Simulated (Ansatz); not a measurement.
Born–Oppenheimer molecular dynamics of CH4BF (7 atoms, charge 0, multiplicity 1). It goes on from the last frame of an earlier run, with new velocities.

The calculation used RKS PBE0/def2-SVP in Ansatz 0.2.0.

```json
{
  "ensemble": "NVE (velocity Verlet)",
  "time step": "1 fs",
  "steps asked": "150",
  "starting velocities drawn for": "300 K",
  "masses": "H 2.014 u",
  "seed": "997638"
}
```

First frame:

```xyz
7
Properties=species:S:1:pos:R:3
B -0.029 -0.128 -0.023
H -0.075 -0.313 1.118
C 1.390 0.013 -0.802
H 2.169 -0.788 -0.627
H 1.054 0.064 -1.834
H 1.894 1.041 -0.641
F -1.113 0.339 -0.595
```

Problem. How far do the bonds stretch over the last three quarters of this one trajectory? (Pairs bonded in most of those frames.)

Solution. 
```csv
bond,mean (Å),spread (Å),shortest,longest
B1–H2,1.229,0.054,1.14,1.31
B1–C3,1.566,0.042,1.48,1.65
B1–F7,1.330,0.034,1.26,1.39
C3–H4,1.106,0.019,1.07,1.14
C3–H5,1.103,0.027,1.06,1.15
C3–H6,1.111,0.034,1.05,1.17
```

Mean temperature of the second half: 441 K. The conserved energy stayed within 0.44 meV per atom of its start (net change -0.18 meV per atom), so the integration is sound. The kinetic energy rose, since the run started high on the potential surface and went downhill. A run of 0.15 ps of so small a system gives no equilibrium averages.

Time of the run: 3.5 min on 1 thread of Arm Neoverse V1, on a shared host, peak memory 0.1 GiB.
